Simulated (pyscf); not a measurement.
One four-centre exchange on the singlet surface with elements of a group swapped. ωB97M-D3(BJ)/def2-TZVP, kcal/mol, from the separated reactants. Optimised with ωB97X-D3(BJ)/def2-SVP in PySCF.

```tsv
step	barrier	reaction energy	imaginary mode (i cm⁻¹)
HO–Ti(OH)(OH)–F + HF → HO–Ti(OH)(F)–F + H₂O	___	___	554
HO–Ti(OH)(OH)–Cl + HCl -> HO–Ti(OH)(Cl)–Cl + H₂O	6.0	-5.1	703
```

Problem. Some entries are withheld; supply them.

Solution. 
- HO–Ti(OH)(OH)–F + HF → HO–Ti(OH)(F)–F + H₂O, barrier: -4.0
- HO–Ti(OH)(OH)–F + HF → HO–Ti(OH)(F)–F + H₂O, reaction energy: -11.5

Row 1: On the reactant side the descent ends in a bound adduct, 9.2 kcal/mol under the separated species and 4.5 kcal/mol under the saddle at ωB97X-D3(BJ)/def2-TZVP. On the product side the descent ends in an adduct with a O–Ti contact (not fully relaxed), 11.8 kcal/mol under the separated species and 18.4 kcal/mol under the saddle at ωB97X-D3(BJ)/def2-TZVP. Row 2: On the product side the descent ends in an adduct with a O–Ti contact (not fully relaxed), 11.8 kcal/mol under the separated species and 22.4 kcal/mol under the saddle at ωB97X-D3(BJ)/def2-TZVP. Each row is the saddle that its search found.
